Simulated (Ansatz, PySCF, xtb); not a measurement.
Acid–base and redox partners of CC=C. Isolated molecules, 0 K electronic values unless said otherwise. One relaxed conformer stands for each flexible species; it need not be the lowest. Strings in code marks are SMILES.

Quantity: bond dissociation enthalpy (X–H) at 298 K, in eV. HF references are unrestricted for open shells and restricted for singlets. Enthalpy corrections at 298 K come from GFN2-xTB frequencies (xtb).

Level 1: B3LYP-D3(BJ)/def2-TZVP // PBE0-D4/def2-TZVP (PySCF)
Level 2: frozen-core MP2/cc-pVTZ // PBE0-D4/def2-TZVP (Ansatz, a first-principles code)
Level 3: B3LYP/6-31G* // PBE0-D4/def2-TZVP (PySCF)
Level 4: BP86/6-31G* // PBE0-D4/def2-TZVP (PySCF)

```json
[
 {"species": "H atom removed from C3: `[CH2]C=C` (H–C–C–C torsion 0°)", "level 1": "3.65", "level 2": "3.98", "level 3": "3.69", "level 4": "3.73"},
 {"species": "H atom removed from C2: `C=[C]C`", "level 1": "4.54", "level 2": "4.81", "level 3": "4.55", "level 4": "4.56"},
 {"species": "H atom removed from C1: `[H]/[C]=C\\C`", "level 1": "4.77", "level 2": "5.01", "level 3": "4.79", "level 4": "4.81"}
]
```
